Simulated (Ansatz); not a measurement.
# CH4AlO− (SMILES [CH3][AlH][O-]): single points off equilibrium

One table from this session's results is given with a row withheld; the runs are named, their logs left out.

Program: Ansatz 0.2.0, Gaussian basis. Level of theory: single points in def2-TZVPPD. These are calculated values, not measurements.

Correlated methods freeze the cores.

1 further run of the same task is left out (it didn't finish).

### Where the work starts

SMILES `[CH3][AlH][O-]`, 7 atoms, charge -1, spin multiplicity 1.

Atoms are counted from 1 here; the program's logs count them from 0.

Bond lengths: C1–Al2 1.969 Å, C1–H4 1.115 Å, C1–H5 1.104 Å, C1–H6 1.114 Å, Al2–O3 1.677 Å, Al2–H7 1.675 Å. Angles: Al2–C1–H4 109.5°, Al2–C1–H5 117.3°, Al2–C1–H6 109.5°, H4–C1–H5 106.5°, H4–C1–H6 103.7°, H5–C1–H6 109.4°, C1–Al2–O3 130.4°, C1–Al2–H7 103.8°, O3–Al2–H7 125.8°.

Coordinates:

```xyz
7
CH4AlO
C    -0.68445    0.45784   -0.15649
Al    0.75684   -0.79753    0.31483
O     1.03846   -1.64628    1.73311
H    -0.27881    1.49564   -0.18976
H    -1.56705    0.48733    0.50533
H    -1.01406    0.27067   -1.20388
H     1.74695   -0.79347   -1.03674
```

Set-up of the first run:

The input, run/in.yaml:

```yaml
crystal:
  periodic: [false, false, false]
  atoms:
    - {symbol: C, position_ang: [-0.684452, 0.457843, -0.156487]}
    - {symbol: Al, position_ang: [0.756835, -0.797527, 0.314830]}
    - {symbol: O, position_ang: [1.038461, -1.646278, 1.733107]}
    - {symbol: H, position_ang: [-0.278809, 1.495640, -0.189763]}
    - {symbol: H, position_ang: [-1.567045, 0.487330, 0.505328]}
    - {symbol: H, position_ang: [-1.014062, 0.270675, -1.203883]}
    - {symbol: H, position_ang: [1.746948, -0.793466, -1.036742]}
basis:
  gaussian: {orbitals: "def2-TZVPPD.json"}
total_charge: -1
hamiltonian: {xc: pbe, dispersion: d4}
output: {forces: true}
```

The basis file named in the input lies beside it (Basis Set Exchange, JSON).

On the command line:

```sh
$ ansatz run in.yaml --threads 2 --pin off --events-out ev --progress --plain --max-ram 3481MiB
```

Among the steps run: PBE-D4/def2-TZVPPD; r2SCAN-D4/def2-TZVPPD; PBE0-D4/def2-TZVPPD; wB97M-V/def2-TZVPPD; CCSD(T)/def2-TZVPPD.

One table of the session follows, with a row left open; its other results are not shown here.

```
   method  RMS force component (eV/Å)  angle to CCSD(T) forces (°)
   PBE-D4                       0.312                          9.9
r2SCAN-D4                       0.438                         11.0
  PBE0-D4                       0.492                         14.5
  wB97M-V                           ?                            ?
  CCSD(T)                       0.413                    reference
```

Q: Estimate the row for wB97M-V from the others.

**Answer.** RMS force component (eV/Å): 0.499; angle to CCSD(T) forces (°): 12.6. In the column «RMS force component (eV/Å)» it is the highest.
